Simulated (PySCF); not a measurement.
HO, charge -1, multiplicity 1. Atoms are numbered in the order given.

```xyz
2

O      0.0000     0.0000    -0.1075
H      0.0000     0.0000     0.8598
```
Charge -1, spin multiplicity 1.

Coordinates come from a r2SCAN-D4/def2-TZVPD optimisation. The multiplicity is an assumed one; other spin states were not compared.

All values below come from PBE/pcSseg-2 (PySCF).

GIAO shieldings, no solvent; atoms alike by connectivity are averaged. δ = σ(ref) − σ: ¹⁷O against H2O (σ = 327.5 ppm); ¹H against TMS (σ = 31.47 ppm), references at their B3LYP-D3(BJ)/def2-TZVP geometries, non-relativistic.

Estimate the chemical shifts. (The exact figures need the calculation; the answer reports its results.)


| nucleus | atoms | count | δ (ppm) |
|---|---|---|---|
| ¹⁷O | O1 | 1 | -37.2 |
| ¹H | H2 | 1 | -5.86 |
